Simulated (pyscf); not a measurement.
PySCF, gas phase, ωB97X-D3(BJ)/def2-SVP geometries. Correlated levels are frozen-core, on RHF or UHF. ΔMP2 is the change of the MP2 total energy from the triple- to the quadruple-zeta basis.

Task: For the elementary gas-phase step H₂C=C=NH (SMILES C=C=N) → H₃C–C≡N (SMILES CC#N) (singlet surface; H–N broken, C–H formed), what barrier and reaction energy does CCSD(T)/def2-TZVPP + ΔMP2(QZVPP) give, measured from the reactant's lowest minimum found?

Result: ΔE‡ = 68.7 kcal/mol, ΔE = -28.1 kcal/mol. Zero-point energy shifts the barrier by -3.5 kcal/mol. It is a hydrogen shift, with an imaginary mode of 1900i cm⁻¹. At the saddle there is also a short C–H contact that neither side keeps, so another atom assists the step. This is the saddle that the search found; another between the same sides may lie lower. The CCSD(T) − MP2 part came from Ansatz, without density fitting, on the same reference.
